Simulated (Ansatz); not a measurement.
# H3OPS: how energies converge with the basis set

The task here is to estimate one member of a computed series from the others.

Computed with Ansatz 0.2.0, Gaussian basis. Level: one geometry, several basis sets.

Levels to be run: PBE0-D4/def2-SVP; ωB97M-V/def2-SVP; PBE0-D4/def2-QZVPP; ωB97M-V/def2-QZVPP; the functionals' def2-TZVPP values are taken from earlier runs.

## The geometry

All runs share one geometry, relaxed beforehand with PBE0-D4 in a triple-zeta def2 set.

SMILES `OPS`, 6 atoms, charge 0, spin multiplicity 1.

Atoms are counted from 1 here; the program's logs count them from 0.

Bond lengths: O1–P2 1.647 Å, O1–H4 0.961 Å, P2–S3 2.112 Å, P2–H5 1.417 Å, S3–H6 1.343 Å. Angles: P2–O1–H4 110.2°, O1–P2–S3 105.9°, O1–P2–H5 94.4°, S3–P2–H5 91.7°, P2–S3–H6 94.9°.

Coordinates:

```tsv
atom	x (Å)	y (Å)	z (Å)
O1	-1.36207	0.07962	-0.52997
P2	0.06798	0.70554	-0.00360
S3	1.40123	-0.92763	0.12520
H4	-1.98705	0.02203	0.19811
H5	0.52750	1.03295	-1.30293
H6	1.39441	-0.97662	1.46699
```

The first run:

in.yaml reads:

```yaml
crystal:
  periodic: [false, false, false]
  atoms:
    - {symbol: O, position_ang: [-1.362075, 0.079620, -0.529974]}
    - {symbol: P, position_ang: [0.067982, 0.705542, -0.003595]}
    - {symbol: S, position_ang: [1.401233, -0.927629, 0.125203]}
    - {symbol: H, position_ang: [-1.987046, 0.022031, 0.198108]}
    - {symbol: H, position_ang: [0.527495, 1.032954, -1.302933]}
    - {symbol: H, position_ang: [1.394411, -0.976618, 1.466991]}
basis:
  gaussian: {orbitals: def2-SVP}
hamiltonian: {xc: pbe0, dispersion: d4}
output: {orbitals: {seedname: orbitals}}
```

Launch:

```bash
ansatz run in.yaml --threads 2 --pin off --events-out ev --progress --plain --max-ram 4352MiB
```

Among the steps run: PBE0-D4 in def2-SVP; ωB97M-V in def2-SVP; PBE0-D4 in def2-QZVPP; ωB97M-V in def2-QZVPP.

One table of the session follows, with a row left open; its other results are not shown here.

It belongs to the step «Density functionals: the series». 

```
functional       basis  HOMO (eV)  LUMO (eV)
   PBE0-D4    def2-SVP      -7.07       0.22
   PBE0-D4  def2-TZVPP      -7.18      -0.30
   PBE0-D4  def2-QZVPP      -7.24      -0.49
   ωB97M-V    def2-SVP      -9.16       2.24
   ωB97M-V  def2-TZVPP          ?          ?
   ωB97M-V  def2-QZVPP      -9.37       1.11
```

**Question.** Estimate the row for ωB97M-V, def2-TZVPP.

As computed: HOMO (eV): -9.31; LUMO (eV): 1.49. In the column «HOMO (eV)» it lies between ωB97M-V, def2-QZVPP (-9.37) and ωB97M-V, def2-SVP (-9.16).
